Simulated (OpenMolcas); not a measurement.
## C4H5N (3-butenenitrile): the vertical energy of the triplet above the singlet from total energies

C4H5N: 10 atoms, total charge 0, spin state singlet. As SMILES, `C=CCC#N`. The shape is that of a PBE0-D4/def2-TZVP optimisation. This is one conformer, not always the lowest.

Both states at this one shape; open shells run unrestricted unless said. 1 Eh = 27.2114 eV.

```tsv
level	program	singlet C4H5N (Eh)	triplet C4H5N (Eh)
MN15-L/6-31G* (spherical functions)	OpenMolcas	-209.935882	-209.758776
MN15-L/6-311G**	OpenMolcas	-210.001435	-209.825825
MN15-L/6-311++G**	OpenMolcas	-210.005353	-209.831733
MN15-L/6-311++G(2d,2p) (RICD fitting)	OpenMolcas	-210.010668	-209.838014
```

Task: Work out the vertical gap, second state less first, at each level.

Result: 
1. MN15-L/6-31G* (spherical functions): -209.758776 − (-209.935882) = 0.177106 Eh = 4.82 eV.
2. MN15-L/6-311G**: -209.825825 − (-210.001435) = 0.175610 Eh = 4.78 eV.
3. MN15-L/6-311++G**: -209.831733 − (-210.005353) = 0.173620 Eh = 4.72 eV.
4. MN15-L/6-311++G(2d,2p) (RICD fitting): -209.838014 − (-210.010668) = 0.172654 Eh = 4.70 eV.

No measured value is set beside it here; the levels span 4.70 to 4.82 eV.
